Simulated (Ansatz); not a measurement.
`[AlH2][S][AlH2]` + NH₃ → `[NH2][AlH2]` + `[AlH2][SH]` at 700 K and 1 bar (ligand exchange at the Al–S bond).

Program: Ansatz. Geometries: PBE0-D4/def2-TZVP. ΔE: electronic, gas phase. CCSD(T)/CBS is the MP2 limit (def2-TZVPP, def2-QZVPP) plus CCSD(T) − MP2 in def2-TZVPP, frozen cores. This one scheme is used for every species.

```
          species  CCSD(T)/CBS energy (Eh)  H − E (kJ/mol)  S (J/(mol·K))
`[AlH2][S][AlH2]`               -884.26538           141.4          417.8
              NH₃                -56.50880           116.9          226.5
    `[NH2][AlH2]`               -299.14566           147.5          319.0
     `[AlH2][SH]`               -641.61836           102.7          330.6
```

H − E and S are ideal-gas, rigid-rotor, harmonic terms from PBE0-D4/def2-TZVP. 1 Eh = 2625.50 kJ/mol, R = 8.31446 J/(mol·K).

By hand: ΔE, ΔH, ΔS and ΔG.

ΔE = (-299.14566) + (-641.61836) − (-884.26538) − (-56.50880) = 0.01016 Eh = 26.7 kJ/mol. Δ(H − E) = 147.5 + 102.7 − 141.4 − 116.9 = -8.1, so ΔH = 18.6 kJ/mol. ΔS = 319.0 + 330.6 − 417.8 − 226.5 = 5.3 J/(mol·K). ΔG = 18.6 − 700 × (5.3)/1000 = 14.9 kJ/mol.

By hand: the equilibrium constant, and the temperature at which ΔG would vanish if ΔH and ΔS stayed fixed.

log₁₀ K = −ΔG/(RT ln 10) = -1.1. ΔG = 0 at ΔH/ΔS = 3509 K, far beyond where these terms or the molecules hold.

The number of gas molecules stays the same, so ΔS is small and ΔH decides. A doubt of 5 kJ/mol in ΔE shifts log₁₀ K by 0.4 here. These are equilibria of isolated gas molecules and say nothing of rates. Largest T1 diagnostic: 0.011 (customary marks: 0.02 for closed shells, 0.045 for open ones).
